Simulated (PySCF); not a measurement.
SiC⁺: energy against distance

Set-up: PySCF, no relativity, basis sets Si def2-SVP, C def2-SVP. Energies in eV from Si⁺ + C in their ground configurations at the same level. All curves are PBE0. state 1: ⁴Σ⁻ (quartet), unpaired electrons σ ↑, π ↑↑; state 2: Ms = 0.5 determinant of mixed spin (⟨S²⟩ near 1.8), unpaired electrons σ ↓, π ↑↑, a second solution, started from another occupation; state 3: Ms = 0.5 determinant of mixed spin (⟨S²⟩ near 1.8), unpaired electrons σ ↑, π ↑↓, a mixture of terms (⟨Lz²⟩ = 2.0), a second solution, started from another occupation; state 4: ²Π (doublet), unpaired electrons π ↑, a second solution, started from another occupation.

```tsv
R (Å)	state 1	state 2	state 3	state 4
1.571	-2.660	-1.965	-1.918	0.339
1.644	-3.263	-2.575	-2.537	-0.626
1.717	-3.595	-2.916	-2.885	-1.283
1.772	-3.712	-3.041	-3.015	-1.621
1.827	-3.744	-3.082	-3.060	-1.857
1.882	-3.711	-3.057	-3.039	-2.010
1.955	-3.590	-2.949	-2.936	-2.115
2.046	-3.357	-2.733	-2.725	-2.128
2.156	-3.007	-2.403	-2.404	-2.026
2.302	-2.499	-1.921	-1.942	-1.774
```

Task: Put a parabola through the three lowest points of the state 1 curve and estimate Re, k and ωe (reduced mass 8.398 u; 1 eV/Å² = 0.16022 mdyn/Å; ωe = 1302.8·√(k/μ) cm⁻¹).

Result: Through R = 1.772, 1.827, 1.882 Å the second-order coefficient is 10.7 eV/Å², so Re ≈ 1.827 Å, k ≈ 3.44 mdyn/Å and ωe ≈ 834 cm⁻¹. A polynomial fit of higher order to the unrounded PBE0 energies gives Re = 1.824 Å, k = 3.55 mdyn/Å, ωe = 847 cm⁻¹; anharmonicity and rounding make the difference.

The higher-order fit for each curve: state 1: Re = 1.824 Å, ωe = 847 cm⁻¹, De = 3.74 eV; state 2: Re = 1.831 Å, ωe = 828 cm⁻¹, minimum 3.08 eV below the ground-state fragments; state 3: Re = 1.835 Å, ωe = 822 cm⁻¹, minimum 3.06 eV below the ground-state fragments; state 4: Re = 2.010 Å, ωe = 641 cm⁻¹, minimum 2.14 eV below the ground-state fragments.

For an ion De counts to the pair picked by the measured ionisation energies or electron affinities, which need not be the lowest pair at this level. The state is the lowest determinant that a PBE0 search found; another state may lie lower at other levels.
